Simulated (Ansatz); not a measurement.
## Relative stability

Two relaxed structures of BSi₂H₇, closed shell (PBE0-D4/def2-TZVP; forces vanish, vibrations not checked).

A:

```xyz
10
angstrom
Si -1.2418 1.0197 -0.7819
B 0.4811 0.0095 -0.5950
Si 1.0897 -0.9239 1.0729
H -2.2149 0.0258 -1.3311
H -1.1541 2.1505 -1.7471
H -1.7913 1.5326 0.5021
H 1.1392 -0.1456 -1.5842
H 0.6224 -2.3361 0.9188
H 0.4981 -0.3831 2.3264
H 2.5717 -0.9493 1.2190
```

B:

Si1  (-0.881, 0.299, -0.195)
B2  (0.895, 0.708, -0.902)
Si3  (0.346, -1.137, 1.245)
H4  (-1.827, -0.512, -1.002)
H5  (1.577, 1.536, -0.373)
H6  (-1.601, 1.309, 0.620)
H7  (1.388, 0.003, -1.733)
H8  (-0.039, -2.558, 1.042)
H9  (0.175, -0.747, 2.668)
H10  (1.798, -1.013, 0.916)
(Å)

Computed with Ansatz 0.2.0 (basis: def2-TZVPP); correlated methods freeze the cores. B3LYP uses VWN-RPA correlation.

Question: Which structure is lower at CCSD(T), and by how much? (An estimate is asked for; the value comes from the calculation.)

Answer: The calculation gives: B, by 0.142 eV (electronic energy, against the other). By their contacts, A is BSi₂H₇ ([SiH3][BH][SiH3]) and B is BSi₂H₇ ([BH2][SiH2][SiH3]).

Question: Do the other methods give the same order? (Judge from chemistry; the calculation decides.)

Answer: The calculation gives: Not all: HF gives the other order.

```tsv
method	E(B) − E(A) (eV)
PBE-D4	-0.265
r2SCAN-D4	-0.234
PBE0-D4	-0.226
B3LYP-D4	-0.154
wB97M-V	-0.170
HF	0.060
MP2	-0.174
CCSD	-0.101
CCSD(T)	-0.142
```

The T1 diagnostic stays at or below 0.015.

Labels in which every atom is bracketed show which atoms are joined, not bond orders.

For scale, one of the runs: CCSD(T)/def2-TZVPP, 213 basis functions, launched by `ansatz run in.yaml --threads 2 --pin off --events-out ev --progress --plain --max-ram 4352MiB`. The run took 18 s on 2 CPU threads of an Intel Xeon 6975P-C (shared host), with 3 GiB of host memory at its peak.
